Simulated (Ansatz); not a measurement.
**CH₄Si (triplet): wave-function methods side by side at a displaced geometry (v2), cc-pVDZ**

Aim: climb from Hartree-Fock through coupled cluster for CH₄Si (triplet) at one geometry and basis, and see what each rung misses.

Program: Ansatz 0.2.0, Gaussian basis. Level of theory: cc-pVDZ, core rule «outside noble gas», up to 6 orbitals frozen. These are calculated values, not measurements.

To be run: UHF; CCSD(T) on ROHF; CCSD(T) on UHF; BCCD(T) on ROHF; CISD as a restricted active space (open shells left free, so some higher excitations enter); CCSDT(Q) on ROHF; CCSDT(Q) on UHF.

17 further runs of the same task are left out: 4 that didn't finish, 13 set aside as unsound or not needed. Runs told in other sessions of the task aren't counted.

## 1. What is computed

The geometry is a PBE0/def2-TZVP stationary point (not a proven minimum) with its atoms shifted at random (size 0.100 Å).

6 atoms, charge 0, spin multiplicity 3.

Atoms are counted from 1 here; the program's logs count them from 0.

Bond lengths: Si1–C2 1.881 Å, Si1–H3 1.475 Å, C2–H4 1.179 Å, C2–H5 1.125 Å, C2–H6 0.928 Å. Angles: C2–Si1–H3 118.8°, Si1–C2–H4 106.3°, Si1–C2–H5 110.0°, Si1–C2–H6 123.5°, H4–C2–H5 95.0°, H4–C2–H6 111.9°, H5–C2–H6 106.4°.

## 2. UHF

File in.yaml:

```yaml
crystal:
  periodic: [false, false, false]
  atoms:
    - {symbol: Si, position_ang: [0.048902, -0.082285, 0.646032]}
    - {symbol: C, position_ang: [-0.115972, 0.091677, -1.219591]}
    - {symbol: H, position_ang: [-0.039352, 1.128865, 1.483861]}
    - {symbol: H, position_ang: [0.043756, -0.986311, -1.668314]}
    - {symbol: H, position_ang: [0.831513, 0.518786, -1.651477]}
    - {symbol: H, position_ang: [-0.816587, 0.539049, -1.632512]}
basis:
  gaussian: {orbitals: cc-pVDZ}
magnetization: {spin_polarized: true, initial_magnetization: 2}
hamiltonian: {xc: hf}
output: {orbitals: {seedname: orbitals}}
```

Command:

```bash
> ansatz run in.yaml --threads 1 --pin off --events-out ev --progress --plain --max-ram 2393MiB
```

After this run come: CCSD(T) on ROHF; CCSD(T) on UHF; BCCD(T) on ROHF; CISD as a restricted active space (open shells left free, so some higher excitations enter); CCSDT(Q) on ROHF; CCSDT(Q) on UHF.

Q: Predict the results of all the runs planned. Wanted: UCCSDT(Q) from the RHF energy; RMP2 from UCCSDT(Q); UMP2 from UCCSDT(Q); RCCSD from UCCSDT(Q); RCCSD(T) from UCCSDT(Q); UCCSD(T) from UCCSDT(Q); RCCSDT(Q) from UCCSDT(Q); T1 diagnostic.

The runs gave:

| quantity | value |
| --- | --- |
| UCCSDT(Q) from the ROHF energy | -7.0271 eV |
| RMP2 from UCCSDT(Q) | +26.22 kcal/mol |
| UMP2 from UCCSDT(Q) | +26.12 kcal/mol |
| RCCSD from UCCSDT(Q) | +4.89 kcal/mol |
| RCCSD(T) from UCCSDT(Q) | +0.76 kcal/mol |
| UCCSD(T) from UCCSDT(Q) | +0.76 kcal/mol |
| RCCSDT(Q) from UCCSDT(Q) | +0.01 kcal/mol |
| levels within 1 kcal/mol (43 meV) | RCCSD(T), UCCSD(T), BCCD(T), RCCSDT, UCCSDT, RCCSDT(Q) |
| T1 diagnostic | 0.016 |

**Reading.** RCCSD(T) misses by +0.76 kcal/mol, 0.5 % of the correlation energy. These misses are within one basis, not against nature; the frozen cores of restricted and unrestricted runs differ, which can shift their rows.

With open shells the CI space here admits some higher excitations, so it is larger than plain CISD.
